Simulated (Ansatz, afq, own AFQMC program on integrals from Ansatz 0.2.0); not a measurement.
**AFQMC, coupled cluster and functionals along a coordinate of CH2B, quartet**

```xyz
4

B     0.0000   -0.1048    0.8024
C     0.0000   -0.0446   -0.7232
H     0.0000    0.8949    1.4725
H     0.0000    0.7607   -1.4612
```

The B1–C2 distance is changed with both sides rigid. Energies in kJ/mol count from this geometry (1.527 Å) at the same level; the start stands on UHF, each point on the determinant named.

Basis cc-pVDZ. Only valence electrons are correlated. AFQMC by an in-house program on the Cholesky factors that Ansatz 0.2.0 writes for its CCSD(T) run. ph-AFQMC/CISD is guided by a CISD state made of CCSD amplitudes; releasing the constraint for a short imaginary time cuts its bias at the price of noise, slowly where states lie close. Uncertainties: one standard error, sampling alone.

Cautions, each for one point or more: a spin-contaminated unrestricted determinant lies lower; higher spins were not checked; lower spins were not checked; strong correlation; the search met a lower determinant of the same kind, perhaps of another symmetry, and this one is a saddle point.

```tsv
r(B1–C2) / Å	det.	T1	weight	⟨S²⟩	CCSD(T)	ph-AFQMC/CISD	CCSDT(Q)	PBE	wB97M-V
1.358	UHF	0.016	0.92	3.76	70.7	69.0 ± 1.1	71.0	61.5	59.4
1.710	UHF	0.021	0.91	3.76	23.6	22.2 ± 1.2	23.1	27.6	32.0
2.134	UHF	0.035	0.88	3.80	187.5	185.7 ± 1.9	184.5	190.6	209.1
2.809	ROHF¶	0.063	0.80	pure	385.4	382.0 ± 2.0	379.0	403.6	431.7
4.142	ROHF	0.016	0.88	pure	420.5	418.4 ± 1.9	421.4	514.4§	481.8
```

Weight is that of the determinant in the CISD state; at the start T1 is 0.017 and the weight 0.92, and ⟨S²⟩ is 3.76. ¶ marks points with a poor determinant and no full CI, where no value is sure; they don't count among the departures. § marks a functional whose ⟨S²⟩ is too high by over 0.1. Largest departures from CCSDT(Q), at the points where its series has closed: CCSD(T) 3.0 kJ/mol at 2.134 (on UHF), ph-AFQMC/CISD -3.0 kJ/mol at 4.142 (on ROHF) (within the noise), PBE -9.5 kJ/mol at 1.358, wB97M-V 60.5 kJ/mol at 4.142. Functionals count only at points shown to share the start's state and spin. In this small basis the wave-function levels are far from their limit, so their gap to the functionals isn't the functionals' error.

Some points may be missing: those where a free walk finds a much lower state, and past Zn most of those on another determinant than at the start.

A walk keeps the symmetry of its determinant, which the program's search chose and which needn't be the lowest solution, so a lower state of the same spin and another symmetry isn't excluded.
